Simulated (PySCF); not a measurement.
Compound: pentanal, C5H10O.
InChI=1S/C5H10O/c1-2-3-4-5-6/h5H,2-4H2,1H3

Method: TDDFT CAM-B3LYP/def2-SVPD, vertical, gas phase, core orbitals frozen in the response in PySCF 2.14.0, density-fitted response routines. Isolated species at its GFN2-xTB geometry (one conformer only). Torsions of this conformer, `[CH3:1][CH2:2][CH2:3][CH2:4][CH:5]=[O:6]`: C1–C2–C3–C4 180°, C2–C3–C4–C5 180°, C3–C4–C5–O6 0°.

```csv
state,λ (nm),E (eV),f,|μ| (D),symmetry,"main configurations (H = HOMO, L = LUMO)"
S1,282.7,4.39,0.0003,0.13,–,H→L (97%)
S2,171.8,7.22,0.020,0.86,A′,"H→L+1 (71%), H→L+2 (16%), H→L+3 (10%)"
S3,153.7,8.07,0.064,1.44,A′,"H→L+2 (45%), H→L+4 (42%)"
S4,150.5,8.24,0.0006,0.14,–,"H-3→L (76%), H-5→L (8%), H-7→L (8%)"
S5,149.1,8.31,0.0033,0.33,A′,"H→L+3 (63%), H→L+6 (20%), H→L+1 (10%)"
S6,146.0,8.49,0.057,1.33,A′,"H-1→L (66%), H-4→L (28%)"
S7,145.3,8.53,0.0068,0.46,A″,"H→L+5 (85%), H→L+8 (11%)"
S8,144.4,8.58,0.0004,0.11,–,"H-2→L (72%), H-5→L (16%)"
```

Triplets, Tamm–Dancoff:

```
state  E (eV)  λ (nm)  main configurations (H = HOMO, L = LUMO)
   T1    3.78   327.7                                 H→L (97%)
   T2    6.16   201.2                  H-6→L (52%), H-4→L (36%)
   T3    7.05   175.9     H→L+1 (66%), H→L+2 (20%), H→L+3 (10%)
```

The lowest singlet comes at 283 nm (423 kJ/mol) in the ultraviolet; it is dark (f under 0.0005); its leading configuration is HOMO→LUMO (97%). The most intense listed level is S3 at 8.07 eV (154 nm, f = 0.064), 3.68 eV above S1. S1 has the pattern of n→π* at C=O. The oscillator strengths of these states sum to 0.153; summed over the whole spectrum of an exact calculation they would give the number of electrons, 48 (Thomas–Reiche–Kuhn). Orbital energies (eV): HOMO-3 -11.14, HOMO-2 -10.98, HOMO-1 -10.83, HOMO -8.93, LUMO 0.56, LUMO+1 1.27, LUMO+2 1.67. Weighted by f, the mean energy of these states is 8.14 eV. Symmetry labels in Cs follow from the direction of the transition dipole and are given only for states with f of 0.002 or more. Singlets were solved by full linear response, triplets in the Tamm–Dancoff approximation.
